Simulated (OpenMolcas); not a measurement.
## OpenMolcas input wanted

The species is CH6BN (9 atoms), meant as a singlet with charge 0. As SMILES, `CBN`. The shape is that of a PBE0-D4/def2-TZVP optimisation.

```xyz
9

C    -0.6653    0.7577   -0.5903
B     0.4594   -0.2829   -0.2562
N     0.5928   -0.8428    1.0107
H    -1.2919    0.3908   -1.4106
H    -0.2246    1.6922   -0.9543
H    -1.3199    0.9989    0.2523
H     1.2488   -0.6328   -1.0928
H     1.3062   -1.5110    1.2449
H    -0.0168   -0.6164    1.7792
```

Settings wanted:

| Setting | Value |
| --- | --- |
| method | DFT |
| reference | RKS |
| relativity | none |
| integral approximation | none |
| symmetry | none |
| basis set | 6-31G* |
| task | gradient |
| functional | B3LYP |
| nucleus | point |
| integration grid | UltraFine |
| SCF convergence threshold | 1e-10 |
| d and f functions | spherical |

**Question.** Give an OpenMolcas 26.06 job that does this.

**Answer.** This one ran through:

input.xyz:
```
9

C     -0.665300     0.757700    -0.590300
B      0.459400    -0.282900    -0.256200
N      0.592800    -0.842800     1.010700
H     -1.291900     0.390800    -1.410600
H     -0.224600     1.692200    -0.954300
H     -1.319900     0.998900     0.252300
H      1.248800    -0.632800    -1.092800
H      1.306200    -1.511000     1.244900
H     -0.016800    -0.616400     1.779200
```

calc.inp:
```
* CH6BN Kohn-Sham DFT
>>> EXPORT MOLCAS_PRINT=2

&GATEWAY
 BasLib = $CurrDir
 Coord = input.xyz
 Basis = 6-31Gs
 Group = NoSym

&SEWARD
 GridInput
 Grid=UltraFine
 End of Grid

&SCF
 KSDFT = B3LYP
 Thresholds = 1e-10 1e-07 1e-07 1e-05
 PrOrbitals = 1

&ALASKA
```

```bash
$ export MOLCAS_MEM=1860
$ pymolcas calc.inp > calc.log
```

(Basis files named in the input come from the Basis Set Exchange and aren't shown.)

Calculated total energy: -121.36635 Eh, largest force 0.266 eV/Å.
